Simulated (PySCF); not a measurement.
1-pentene, C5H10.
Cartesian coordinates in Å at the PBE0-D3(BJ)/def2-TZVP level; atoms count from 1:
```
atom  x, y, z in Å
C1     2.1676    1.4048    0.6332
C2     1.5820    0.3923    0.0101
C3     0.3345   -0.2879    0.4622
C4    -0.8094   -0.1520   -0.5390
C5    -2.0553   -0.9055   -0.1089
H6     1.7614    1.8038    1.5577
H7     3.0693    1.8681    0.2496
H8     2.0184    0.0212   -0.9167
H9     0.0266    0.1133    1.4337
H10    0.5380   -1.3560    0.6142
H11   -1.0397    0.9100   -0.6726
H12   -0.4753   -0.5158   -1.5172
H13   -2.4200   -0.5443    0.8567
H14   -2.8638   -0.7893   -0.8340
H15   -1.8524   -1.9749   -0.0046
```

Level: wB97X-D/pcSseg-2 in PySCF, non-relativistic, on one gas-phase PBE0-D3(BJ)/def2-TZVP geometry that isn't relaxed in the solvent. The solvent is an IEF-PCM continuum (cavity from Bondi-type radii × 1.2). Only the electrostatic response of the medium enters.

Gas phase at wB97X-D/pcSseg-2: HOMO -9.22 eV, LUMO 2.16 eV, dipole 0.45 D.

**Question.** What does the continuum do to the energy, the frontier levels and the dipole at wB97X-D/pcSseg-2 in chloroform?

**Answer.** 
```tsv
solvent	ε	E(solvent) − E(gas) (kcal/mol)	polarisation term (kcal/mol)	distortion of the solute (kcal/mol)	HOMO (eV)	LUMO (eV)	dipole (D)
chloroform	4.711	-1.17	-1.24	0.07	-9.22	2.17	0.56
```

The polarisation term is half the interaction of the solute with the surface charges that it induces; the rest is the cost of distorting the solute's density. The sum is the electrostatic part of solvation alone.

The pairwise dispersion term of wB97X-D wasn't added to the energies; at a given geometry it leaves orbitals and properties as they are.
